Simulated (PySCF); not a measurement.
Compound: C₄H₃O (charge -1).
Bonds: C1–C2 (triple), C2–C3, C3–C4 (double), C3–O5. Hydrogens: H6 on C1; H7, H8 on C4.

Structure optimised with GFN2-xTB, isolated species.

Task: What internal coordinates does the optimisation give?

Result: 
```tsv
bond	length (bohr)	order
C1≡C2	2.274	triple
C2–C3	2.768	single
C3=C4	2.578	double
C3–O5	2.399	single
C1–H6	1.993	single
C4–H7	2.042	single
C4–H8	2.045	single
```

Orders are formal, as drawn. A selection of angles:
```tsv
angle	degrees
C2–C1–H6	177.9
C1–C2–C3	174.3
C2–C3–C4	113.6
C2–C3–O5	117.2
C4–C3–O5	129.2
C3–C4–H7	121.6
C3–C4–H8	121.4
H7–C4–H8	117.0
```

The 5 heavy atoms lie in one plane (0.001 Å rms). C3 (vinylic carbon bearing oxygen) is planar (angles 129.2°, 117.2° and 113.6°, sum 360.0°, 0.00 Å off the plane of its three neighbours). C4 (carbon bonded to C and 2 H) is planar (angles 121.6°, 121.4° and 117.0°, sum 360.0°, 0.00 Å off the plane of its three neighbours). The 3 C–C bonds span 1.203 Å (C1≡C2, drawn triple) to 1.465 Å (C2–C3, drawn single), a spread of 0.262 Å.

Point group: Cs (tolerance 0.08 Å). No frequency check.

These are computed values.
